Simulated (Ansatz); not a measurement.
Input for Ansatz (development build ahead of 0.2.0):

```yaml
crystal:
  periodic: [false, false, false]
  atoms:
    - { symbol: Li, position_ang: [0.0398, -0.0278, -1.50068] }
    - { symbol: O, position_ang: [-0.03845, 0.02997, 0.31752] }
    - { symbol: H, position_ang: [0.03256, 0.79007, 0.8875] }
    - { symbol: H, position_ang: [-0.02796, -0.80487, 0.89904] }
basis:
  gaussian: { orbitals: "6-31G" }
total_charge: 1
hamiltonian:
  xc: hf
correlation:
  method: mp2
  frozen_orbitals: { H: 0, Li: 0, O: 1 }
```

The input is written out in the form of the current development build from the run's settings.

Output:

```yaml
Converged: yes
Reference_energy: -83.29134 hartree
Correlation_energy: -0.13077 hartree
Total_energy: -83.42211 hartree
Spin_squared_of_the_determinant: 0.000
```
